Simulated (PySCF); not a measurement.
Isomers of C5H12O, one conformer each; single-point electronic energies without zero-point terms and without any empirical dispersion term.

Level: wB97X-D/pcSseg-2 in PySCF, non-relativistic, each on one gas-phase PBE0-D3(BJ)/def2-TZVP geometry that isn't relaxed in the solvent. The solvent is an IEF-PCM continuum (Bondi radii, 1.10 Å for H, scaled by 1.2). Specific hydrogen bonds and non-electrostatic terms are outside this model.

| isomer | relative energy, gas (kcal/mol) | dipole (D) |
| --- | --- | --- |
| `CCCCCO` | 0.0 | 1.81 |
| `COCC(C)C` | 7.9 | 1.05 |
| `C(OC)CCC` | 9.9 | 1.22 |

Question: How do the relative energies look in chloroform (ε = 4.711)?

Answer: 
```tsv
isomer	relative energy, solvent (kcal/mol)	E(solvent) − E(gas) (kcal/mol)	dipole in solvent (D)
`CCCCCO`	0.0	-3.5	2.11
`COCC(C)C`	9.5	-1.9	1.37
`C(OC)CCC`	11.3	-2.1	1.56
```

The order is unchanged. Conformers: `[CH3:1][CH2:2][CH2:3][CH2:4][CH2:5][OH:6]` with C1–C2–C3–C4 180°, C2–C3–C4–C5 180°, C3–C4–C5–O6 -178°, C4–C5–O6–H -58°; `[CH3:1][O:2][CH2:3][CH:4]([CH3:5])[CH3:6]` with C1–O2–C3–C4 -178°, O2–C3–C4–C5 61°; `[CH3:1][CH2:2][CH2:3][CH2:4][O:5][CH3:6]` with C1–C2–C3–C4 179°, C2–C3–C4–O5 -58°, C3–C4–O5–C6 -71°. `CCCCCO` gains most from the continuum, and it has the largest gas-phase dipole. The gains span 1.6 kcal/mol, the gas-phase energies 9.9 kcal/mol.
